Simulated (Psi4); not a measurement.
# BH3 (borane): a chain of runs

Wanted: a structure relaxation (HF/cc-pVTZ), then the harmonic vibrations, then a single-point energy (CCSD(T)/cc-pVDZ) of BH3 (borane). 

The results are computed with Psi4 1.11.

### Step 1. The structure to begin with

BH3 has 4 atoms, charge 0, and is taken as a singlet. SMILES: `B`. All atoms were displaced at random from a relaxed shape. The run starts from this shape.

Bond lengths: B1–H2 1.292 Å, B1–H3 1.138 Å, B1–H4 1.267 Å. Angles: H2–B1–H3 125.9°, H2–B1–H4 110.1°, H3–B1–H4 123.7°.

### Step 2. A geometry optimisation at HF/cc-pVTZ (density fitting) (run 1)

Input file bh3.inp:

```
memory 1600 mb

molecule system {
  0 1
  B      0.00035527    -0.18765925     0.00726789
  H      2.00251632     0.83373772     0.96170430
  H     -0.49970784    -2.27769635     0.07120677
  H     -1.23436344     1.43613516    -1.24707940
  units bohr
}

set {
  basis cc-pVTZ
  geom_maxiter 60
}

optimize('scf')
```

Run with:

```
psi4 -n 1 bh3.inp bh3.out
```

bh3.out:

```text
[...]
  Running in c1 symmetry.
[...]
  Nuclear repulsion =    7.207258563272838
[...]
  Multiplicity = 1
[...]
  Nalpha       = 4
  Nbeta        = 4
[...]
    Number of basis functions: 72
[...]
   @DF-RHF iter   1:   -26.38315593995335   -7.42146e-01   1.13872e-03 DIIS/ADIIS
[...]
   @DF-RHF iter   5:   -26.40016578361323   -5.29354e-12   4.20597e-09 DIIS
[...]
    Orbital Energies [Eh]
    ---------------------
    Doubly Occupied:
       1A     -7.610937     2A     -0.705158     3A     -0.498953
       4A     -0.498891
[...]
  @DF-RHF Final Energy:   -26.40016578361323
   => Energetics <=
    Nuclear Repulsion Energy =              7.4558712887601359
    One-Electron Energy =                 -49.0841954356875902
    Two-Electron Energy =                  15.2281583633142290
    Total Energy =                        -26.4001657836132253
[...]
 Multipole Moments:
 ------------------------------------------------------------------------------------
     Multipole            Electronic (a.u.)      Nuclear  (a.u.)        Total (a.u.)
 ------------------------------------------------------------------------------------
 L = 1.  Multiply by 2.5417464519 to convert [e a0] to [Debye]
 Dipole X            :          0.0001648           -0.0001848           -0.0000200
 Dipole Y            :          0.0003034           -0.0002556            0.0000478
 Dipole Z            :         -0.0004242            0.0002704           -0.0001538
 Magnitude           :                                                    0.0001623
[...]
  -Total Gradient:
     Atom            X                  Y                   Z
    ------   -----------------  -----------------  -----------------
       1       -0.000065034275     0.000017055575    -0.000080098859
       2        0.000092374331     0.000021804601     0.000065674857
       3       -0.000018475833     0.000009434965    -0.000002438139
       4       -0.000008864223    -0.000048295141     0.000016862141
[...]
    Final optimized geometry and variables:
    Molecular point group: c1
    Full point group: C1
    Geometry (in Bohr), charge = 0, multiplicity = 1:
    B            0.000031194651     0.000043150703    -0.000045651918
    H            1.851606739390     0.767646732573     1.009949669946
    H           -0.540558749545    -2.172804864735     0.149169695255
    H           -1.311388754791     1.404686761385    -1.158620671589
    Psi4 run time: 0:00:02.94
[...]
```

On the terminal:

```text
Optimizer: Optimization complete!
```

It took 4.2 s on 1 thread of Intel Xeon Platinum 8488C (Sapphire Rapids), shared host; peak memory 0.24 GiB.

Steps, from the record of the run:

| step | energy from the first frame kept (eV) | largest force (eV/Å) |
| --- | --- | --- |
| 0 | 0.0000 | 4.1304 |
| 1 | -0.2550 | 0.7472 |
| 2 | -0.1580 | 1.6911 |
| 3 | -0.2432 | 0.8913 |
| 4 | -0.2732 | 0.0437 |
| 5 | -0.2734 | 0.0059 |

After the run. Bond lengths: B1–H2 1.188 Å, B1–H3 1.188 Å, B1–H4 1.187 Å. Angles: H2–B1–H3 120.0°, H2–B1–H4 120.0°, H3–B1–H4 120.0°.

### Step 3. Vibrational wavenumbers at HF/cc-pVTZ (density fitting) (run 2)

Input file job.in:

```
memory 1600 mb

molecule {
  0 1
  B
  H 1 1.187721
  H 1 1.187502 2 119.99698
  H 1 1.187427 3 119.97746 2 -179.98116
}

set {
  basis                      cc-pVTZ
  reference                  rhf
  t                          298.15
  rotational_symmetry_number 6
}

result, w = frequency("scf", return_wfn=True)
print_variables()
```

Run with:

```
psi4 job.in job.out -n 1
```

job.out:

```text
[...]
  Running in c1 symmetry.
[...]
  Nuclear repulsion =    7.455871410753989
[...]
  Multiplicity = 1
[...]
  Nalpha       = 4
  Nbeta        = 4
[...]
    Number of basis functions: 72
[...]
   @DF-RHF iter   1:   -26.39290904614314   -7.21752e-01   1.21638e-03 ADIIS/DIIS
[...]
  -Total Gradient:
     Atom            X                  Y                   Z
    ------   -----------------  -----------------  -----------------
       1       -0.000028467597    -0.000055889229    -0.000083528378
       2        0.000009486905     0.000020326971     0.000112995661
       3        0.000009496651    -0.000012914546    -0.000013269100
       4        0.000009484040     0.000048476803    -0.000016198183
[...]
   @DF-RHF iter   7:   -26.40016578371045   -2.17639e-11   7.51210e-09 DIIS
[...]
    Orbital Energies [Eh]
    ---------------------
    Doubly Occupied:
       1A     -7.610937     2A     -0.705158     3A     -0.498954
       4A     -0.498891
[...]
  @DF-RHF Final Energy:   -26.40016578371045
   => Energetics <=
    Nuclear Repulsion Energy =              7.4558714107539883
    One-Electron Energy =                 -49.0841955615680376
    Two-Electron Energy =                  15.2281583671036032
    Total Energy =                        -26.4001657837104489
[...]
 Multipole Moments:
 ------------------------------------------------------------------------------------
     Multipole            Electronic (a.u.)      Nuclear  (a.u.)        Total (a.u.)
 ------------------------------------------------------------------------------------
 L = 1.  Multiply by 2.5417464519 to convert [e a0] to [Debye]
 Dipole X            :         -0.0003790            0.0002719           -0.0001071
 Dipole Y            :         -0.0003905            0.0002904           -0.0001000
 Dipole Z            :          0.0000500           -0.0001189           -0.0000690
 Magnitude           :                                                    0.0001620
[...]
  ==> Harmonic Vibrational Analysis <==
[...]
  Freq [cm^-1]                1220.3494           1291.7375           1291.9302
[...]
  IR activ [km/mol]            103.8415            21.9231             21.9168
[...]
  Freq [cm^-1]                2637.6645           2752.1201           2753.2633
[...]
  IR activ [km/mol]             0.0092             175.6566            175.6075
[...]
  Total E_0, Enthalpy at 0 [K]                                                          -26.37294837 [Eh]
[...]
  Total H, Enthalpy at  298.15 [K]                                                      -26.36913297 [Eh]
[...]
  Total G, Gibbs energy at  298.15 [K]                                                  -26.39048581 [Eh]
[...]
```

It took 6.9 s on 1 thread of Intel Xeon Platinum 8488C (Sapphire Rapids), shared host; peak memory 0.25 GiB.

### Step 4. The energy at CCSD(T)/cc-pVDZ (run 3)

Input file input.in:

```
memory 1600 MB

molecule {
  B      0.010366    -0.078183    -0.005146
  H      0.990178     0.328015     0.529320
  H     -0.275702    -1.228005     0.073815
  H     -0.683607     0.665122    -0.618238
}

set globals {
  scf_type    pk
  freeze_core true
}

energy('ccsd(t)/cc-pVDZ')
```

Run with:

```
psi4 -i input.in -o input.out -n 1
```

input.out:

```text
[...]
  Running in c1 symmetry.
[...]
  Nuclear repulsion =    7.455871198414638
[...]
  Multiplicity = 1
[...]
  Nalpha       = 4
  Nbeta        = 4
[...]
    Number of basis functions: 29
[...]
   @RHF iter   1:   -26.38573363347595   -7.02321e-01   2.24577e-03 ADIIS/DIIS
[...]
   @RHF iter   7:   -26.39063637881253   -9.93694e-12   6.80895e-09 DIIS
[...]
    Orbital Energies [Eh]
    ---------------------
    Doubly Occupied:
       1A     -7.619884     2A     -0.705108     3A     -0.496809
       4A     -0.496746
[...]
  @RHF Final Energy:   -26.39063637881253
   => Energetics <=
    Nuclear Repulsion Energy =              7.4558711984146377
    One-Electron Energy =                 -49.0559225478623873
    Two-Electron Energy =                  15.2094149706352191
    Total Energy =                        -26.3906363788125340
[...]
 Multipole Moments:
 ------------------------------------------------------------------------------------
     Multipole            Electronic (a.u.)      Nuclear  (a.u.)        Total (a.u.)
 ------------------------------------------------------------------------------------
 L = 1.  Multiply by 2.5417464519 to convert [e a0] to [Debye]
 Dipole X            :          0.0001638           -0.0001841           -0.0000203
 Dipole Y            :          0.0003028           -0.0002565            0.0000464
 Dipole Z            :         -0.0004274            0.0002693           -0.0001581
 Magnitude           :                                                    0.0001660
[...]
      * MP2 total energy                      =  -26.482614818214373
[...]
      * CCSD total energy                     =  -26.506608275632622
[...]
      * CCSD(T) total energy                  =  -26.508111260005769
[...]
```

It took 4.8 s on 1 thread of Intel Xeon Platinum 8488C (Sapphire Rapids), shared host; peak memory 0.21 GiB.

### Step 5. Outcome

| quantity | value |
| --- | --- |
| run 1, HF/cc-pVTZ: total energy at the end | -26.40017 Eh |
| run 1, HF/cc-pVTZ: dipole moment | 0.00 D |
| run 1, HF/cc-pVTZ: HOMO energy | -13.58 eV |
| run 1, HF/cc-pVTZ: LUMO energy | 1.63 eV |
| run 1, HF/cc-pVTZ: HOMO–LUMO gap | 15.21 eV |
| run 2, HF/cc-pVTZ: lowest harmonic wavenumber | 1220 cm⁻¹ |
| run 2, HF/cc-pVTZ: highest harmonic wavenumber | 2753 cm⁻¹ |
| run 2, HF/cc-pVTZ: zero-point energy | 71.5 kJ/mol |
| run 2, HF/cc-pVTZ: ideal-gas entropy at 298.15 K (symmetry number 6 as used) | 44.9 cal/(mol K) |
| run 3, CCSD(T)/cc-pVDZ: total energy | -26.50811 Eh |
| run 3, CCSD(T)/cc-pVDZ: HOMO energy (Hartree–Fock orbitals) | -13.52 eV |
| run 3, CCSD(T)/cc-pVDZ: LUMO energy (Hartree–Fock orbitals) | 1.90 eV |
| run 3, CCSD(T)/cc-pVDZ: HOMO–LUMO gap (Hartree–Fock orbitals) | 15.41 eV |
| run 3, CCSD(T)/cc-pVDZ: correlation energy (1 core orbital frozen) | -117.5 mEh |
| run 3, CCSD(T)/cc-pVDZ: (T) correction | -1.50 mEh |
| run 3, CCSD(T)/cc-pVDZ: T1 diagnostic | 0.005 |

What this shows: The optimisation (run 1, HF/cc-pVTZ) took 6 steps and changed the energy by -0.273 eV. All 6 modes (run 2, HF/cc-pVTZ) are real, so the shape is a minimum at this level. The triples (run 3, CCSD(T)/cc-pVDZ) make up 1.3 % of the correlation energy.
